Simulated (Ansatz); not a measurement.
Born–Oppenheimer molecular dynamics of CH$_{5}$BO (8 atoms, charge 0, multiplicity 1). It starts from a relaxed structure.

All numbers below come from RKS B3LYP-D4/STO-3G in Ansatz 0.2.0.

| Item | Value |
| --- | --- |
| ensemble | NVE (velocity Verlet) |
| time step | 0.5 fs |
| steps asked | 150 |
| starting velocities drawn for | 300 K |
| seed | 10556 |

Frames 2.5 fs apart, positions in Å, forces in eV/Å.

Velocities at 5.0 fs (Å/ps):

```
B 0.74 0.81 -1.66
H 2.59 2.25 -10.23
O 2.42 0.02 0.97
H 10.19 -7.80 9.93
C -4.92 1.43 0.26
H -8.70 -0.04 4.15
H 19.27 -26.32 -3.61
H -11.06 5.96 -1.02
```

```xyz
8
Properties=species:S:1:pos:R:3:forces:R:3 time_fs=5.0 energy_less_start_eV=0.120 T=146
B -0.006 -0.184 -0.141 -1.05 -0.14 0.33
H 0.131 -0.210 1.036 -0.22 0.01 -0.14
O 1.071 -0.347 -0.930 0.86 -0.26 -0.29
H 1.903 -0.529 -0.355 -0.38 0.22 -0.29
C -1.458 0.023 -0.829 1.33 0.83 1.47
H -2.147 -0.762 -0.466 0.08 -0.05 -0.74
H -1.849 0.963 -0.380 -0.04 -0.22 -0.49
H -1.359 0.146 -1.919 -0.58 -0.39 0.16
8
Properties=species:S:1:pos:R:3:forces:R:3 time_fs=7.5 energy_less_start_eV=0.170 T=84
B -0.007 -0.183 -0.145 -0.92 -0.27 -0.40
H 0.131 -0.204 1.012 -0.20 0.01 0.46
O 1.079 -0.347 -0.927 0.85 -0.32 -0.12
H 1.910 -0.540 -0.344 -0.61 0.31 -0.42
C -1.466 0.026 -0.825 2.10 -1.49 0.35
H -2.164 -0.761 -0.478 0.23 0.06 -0.60
H -1.814 0.918 -0.391 -1.08 2.04 0.61
H -1.403 0.149 -1.917 -0.37 -0.34 0.12
8
Properties=species:S:1:pos:R:3:forces:R:3 time_fs=10.0 energy_less_start_eV=0.067 T=214
B -0.013 -0.183 -0.151 -0.33 -0.34 -0.49
H 0.119 -0.197 1.013 -0.19 0.00 0.30
O 1.089 -0.349 -0.926 -0.90 0.04 -0.75
H 1.889 -0.534 -0.352 0.67 0.02 0.51
C -1.464 0.024 -0.819 1.05 0.68 0.76
H -2.170 -0.759 -0.524 -0.07 -0.20 0.04
H -1.833 0.968 -0.378 -0.30 -0.09 -0.21
H -1.468 0.132 -1.908 0.07 -0.10 -0.16
8
Properties=species:S:1:pos:R:3:forces:R:3 time_fs=12.5 energy_less_start_eV=0.131 T=133
B -0.021 -0.185 -0.159 0.33 -0.31 0.19
H 0.096 -0.191 1.028 -0.16 -0.03 -0.36
O 1.097 -0.351 -0.927 -0.88 0.02 -0.29
H 1.898 -0.526 -0.336 0.27 0.08 0.27
C -1.458 0.025 -0.810 -0.55 1.93 0.33
H -2.177 -0.768 -0.568 0.02 -0.10 0.56
H -1.871 1.017 -0.374 0.44 -1.74 -0.71
H -1.529 0.110 -1.906 0.53 0.14 0.02
8
Properties=species:S:1:pos:R:3:forces:R:3 time_fs=15.0 energy_less_start_eV=0.124 T=142
B -0.027 -0.188 -0.166 0.68 -0.18 0.44
H 0.063 -0.186 1.026 -0.01 -0.06 -0.44
O 1.102 -0.352 -0.929 0.01 -0.15 0.64
H 1.920 -0.511 -0.307 -0.84 0.24 -0.54
C -1.453 0.034 -0.799 -1.13 -0.02 -1.08
H -2.181 -0.780 -0.580 0.48 0.30 0.66
H -1.888 0.978 -0.407 0.03 -0.36 0.07
H -1.559 0.095 -1.903 0.79 0.23 0.25
8
Properties=species:S:1:pos:R:3:forces:R:3 time_fs=17.5 energy_less_start_eV=0.144 T=117
B -0.030 -0.193 -0.171 0.61 0.08 -0.09
H 0.030 -0.185 1.000 0.21 -0.11 0.21
O 1.106 -0.354 -0.929 -0.84 0.04 0.29
H 1.901 -0.484 -0.303 -0.09 0.03 -0.05
C -1.454 0.043 -0.794 -0.10 -2.13 -1.71
H -2.160 -0.778 -0.554 0.37 0.11 0.48
H -1.907 0.923 -0.434 -0.78 1.83 1.02
H -1.544 0.093 -1.889 0.62 0.15 -0.13
8
Properties=species:S:1:pos:R:3:forces:R:3 time_fs=20.0 energy_less_start_eV=0.085 T=192
B -0.029 -0.197 -0.177 0.28 0.38 -0.18
H 0.010 -0.190 0.986 0.36 -0.14 0.53
O 1.107 -0.356 -0.928 -1.56 0.20 -0.32
H 1.879 -0.456 -0.301 0.81 -0.17 0.55
C -1.456 0.044 -0.796 -0.25 0.22 -0.28
H -2.120 -0.771 -0.501 -0.19 -0.44 0.13
H -1.959 0.952 -0.411 0.45 -0.08 0.08
H -1.493 0.100 -1.882 0.11 0.01 -0.50
8
Properties=species:S:1:pos:R:3:forces:R:3 time_fs=22.5 energy_less_start_eV=0.149 T=109
B -0.027 -0.199 -0.183 -0.14 0.59 0.78
H 0.010 -0.203 0.998 0.33 -0.12 -0.04
O 1.104 -0.357 -0.928 -0.02 0.09 0.35
H 1.894 -0.436 -0.275 -0.30 -0.10 -0.41
C -1.459 0.045 -0.800 -0.45 1.20 0.36
H -2.087 -0.785 -0.440 -0.19 -0.15 -0.47
H -1.988 0.982 -0.383 1.19 -1.34 -0.68
H -1.437 0.107 -1.900 -0.42 -0.16 0.10
8
Properties=species:S:1:pos:R:3:forces:R:3 time_fs=25.0 energy_less_start_eV=0.150 T=108
B -0.025 -0.198 -0.185 -0.36 0.57 1.32
H 0.029 -0.224 1.009 0.20 -0.04 -0.43
O 1.099 -0.358 -0.927 0.50 0.11 0.35
H 1.896 -0.422 -0.270 -0.54 -0.14 -0.63
C -1.464 0.051 -0.803 0.60 -0.78 -0.06
H -2.065 -0.808 -0.408 0.02 0.40 -0.92
H -1.955 0.946 -0.388 0.26 0.10 -0.17
H -1.404 0.105 -1.913 -0.69 -0.21 0.55
8
Properties=species:S:1:pos:R:3:forces:R:3 time_fs=27.5 energy_less_start_eV=0.161 T=95
B -0.026 -0.193 -0.180 -0.16 0.34 0.71
H 0.060 -0.247 0.999 0.03 0.05 -0.05
O 1.096 -0.359 -0.924 -0.75 0.28 -0.69
H 1.874 -0.418 -0.295 0.70 -0.26 0.37
C -1.465 0.052 -0.806 1.93 -2.29 -0.24
H -2.045 -0.810 -0.426 -0.33 0.18 -0.62
H -1.907 0.918 -0.401 -0.86 1.78 0.61
H -1.411 0.092 -1.898 -0.55 -0.07 -0.10
8
Properties=species:S:1:pos:R:3:forces:R:3 time_fs=30.0 energy_less_start_eV=0.083 T=194
B -0.027 -0.187 -0.171 0.23 -0.01 -0.03
H 0.093 -0.267 0.986 -0.15 0.13 0.49
O 1.091 -0.358 -0.924 -0.48 0.32 -0.55
H 1.884 -0.428 -0.305 0.36 -0.21 0.18
C -1.458 0.045 -0.809 1.03 0.42 0.81
H -2.045 -0.804 -0.480 -0.82 -0.37 0.10
H -1.899 0.973 -0.388 -0.01 -0.44 -0.31
H -1.449 0.074 -1.890 -0.15 0.16 -0.69
8
Properties=species:S:1:pos:R:3:forces:R:3 time_fs=32.5 energy_less_start_eV=0.118 T=150
B -0.027 -0.181 -0.162 0.56 -0.40 0.09
H 0.117 -0.279 0.999 -0.32 0.22 0.27
O 1.084 -0.356 -0.926 0.69 0.19 0.16
H 1.912 -0.450 -0.307 -0.82 -0.03 -0.60
C -1.446 0.038 -0.810 -0.63 1.05 0.16
H -2.088 -0.814 -0.530 -0.22 0.25 0.35
H -1.895 1.010 -0.390 0.40 -1.58 -0.67
H -1.495 0.066 -1.914 0.35 0.29 0.23
```

Of the whole run (75 fs, mean temperature of the second half 148 K): The conserved energy stayed within 0.28 meV per atom of its start (net change 0.21 meV per atom), so the integration is sound. Over the second half the temperature averaged 0.49 of the 300 K drawn at the start: a run that starts near a minimum puts about half its kinetic energy into the potential. A run of 0.075 ps of so small a system gives no equilibrium averages. Limits of this set-up: minimal basis.

Run time: 99 s on 1 thread of Arm Neoverse V2, with other jobs on the host, peak memory 0.074 GiB.
